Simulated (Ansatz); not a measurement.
Reaction: C2H4O2 (SMILES COC=O) → C2H3O2 (SMILES O=[C]OC, doublet) + H (doublet) (the C-H bond breaks)
Each species at its own B3LYP-D3(BJ)/def2-TZVP minimum (Ansatz, an electronic-structure program), one conformer.

Total energies in hartree (Ansatz). UHF or UKS for unpaired electrons; spin-orbit terms are left out. Correlated methods leave the cores frozen. No relativity. For partners of very few electrons the exact lower level stands in for a higher one.

```csv
species,HF/cc-pVTZ,CCSD(T)/cc-pVTZ,HF/cc-pVQZ,CCSD(T)/cc-pVQZ,CCSD(T)/cc-pVDZ,CCSDT(Q)/cc-pVDZ
"1: C2H4O2 (methyl formate, SMILES COC=O)",-227.87667,-228.72616,-227.89377,-228.79724,-228.49069,-228.49325
"2: C2H3O2 (SMILES CO[C]=O, doublet)",-227.24235,-228.05911,-227.25944,-228.12879,-227.83078,-227.83369
3: H (doublet),-0.49981,-0.49981,-0.49995,-0.49995,-0.49928,-0.49928
```

### Question
Work out the bond dissociation energy (electronic) in kcal/mol: take Hartree-Fock from cc-pVQZ, extrapolate the CCSD(T) correlation energy as X^-3 (X = 3, 4), and add CCSDT(Q) - CCSD(T) in cc-pVDZ. 1 hartree = 627.51 kcal/mol.

### Answer

Species 1: correlation (64·(-0.90347) - 27·(-0.84949))/37 = -0.94286; step -0.00256; E1 = -227.89377 + (-0.94286) + (-0.00256) = -228.83919
Species 2: correlation (64·(-0.86935) - 27·(-0.81676))/37 = -0.90773; step -0.00291; E2 = -227.25944 + (-0.90773) + (-0.00291) = -228.17008
Species 3: correlation (64·(0.00000) - 27·(0.00000))/37 = 0.00000; step +0.00000; E3 = -0.49995 + (0.00000) + (+0.00000) = -0.49995
-1·E1 +1·E2 +1·E3 = 0.16916 hartree = 106.1 kcal/mol.
